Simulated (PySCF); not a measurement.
(CH3)2PPF2, C2H6F2P2.
Geometry (PBE0-D3(BJ)/def2-SVP, Å), atoms numbered from 1 in this order:
```
atom  x, y, z in Å
C1    -0.5060   -1.3297   -0.7075
P2    -0.1148   -0.3058    0.7918
C3     1.5855    0.2977    0.3556
P4    -1.1978    1.4941    0.0483
F5    -2.6858    0.8858    0.2411
F6    -1.1103    2.3787    1.3979
H7     0.0764   -2.2617   -0.6589
H8    -0.2798   -0.8270   -1.6622
H9    -1.5729   -1.5969   -0.6852
H10    1.8773    1.0924    1.0589
H11    1.6727    0.6782   -0.6746
H12    2.2948   -0.5343    0.4834
```

Jobs on this species (12 atoms, 66 electrons) with PySCF (density fitting). Hardware of each: Arm Neoverse V1, one thread, no GPU (shared host). The host was shared with other jobs, so the times are rough. Peak memory is the resident size of the whole Python process, interpreter and libraries included.

Task: Rank these jobs by wall time, shortest first.
A. HF/pcSseg-1; shieldings; 146 basis functions
B. OPBE/pcSseg-1; shieldings; 146 basis functions
C. PBE0-D3(BJ)/def2-SVP, grid level 1; geometry optimisation from a GFN2-xTB start shaken at random; 122 basis functions

Result: A (5.9 s), B (17 s), C (28 s).

All jobs:

| level and settings | work | basis functions | SCF cycles | wall time | peak memory |
| --- | --- | --- | --- | --- | --- |
| HF/pcSseg-1 | shieldings | 146 | 10 | 5.9 s | 0.79 GiB |
| LDA/pcSseg-1 | shieldings | 146 | 13 | 14 s | 0.81 GiB |
| BP86/pcSseg-1 | shieldings | 146 | 13 | 16 s | 0.81 GiB |
| OPBE/pcSseg-1 | shieldings | 146 | 14 | 17 s | 0.81 GiB |
| BLYP/pcSseg-1 | shieldings | 146 | 15 | 17 s | 0.81 GiB |
| PBE/pcSseg-1 | shieldings | 146 | 14 | 17 s | 0.81 GiB |
| PBE0-D3(BJ)/def2-SVP, grid level 1 | geometry optimisation from a GFN2-xTB start shaken at random | 122 | 33 | 28 s | 0.51 GiB |

Task: What do all jobs in the table cost together?

Result: About 1.9 min; the longest takes about 24 % of that, and about 4.7 times as long as the shortest.
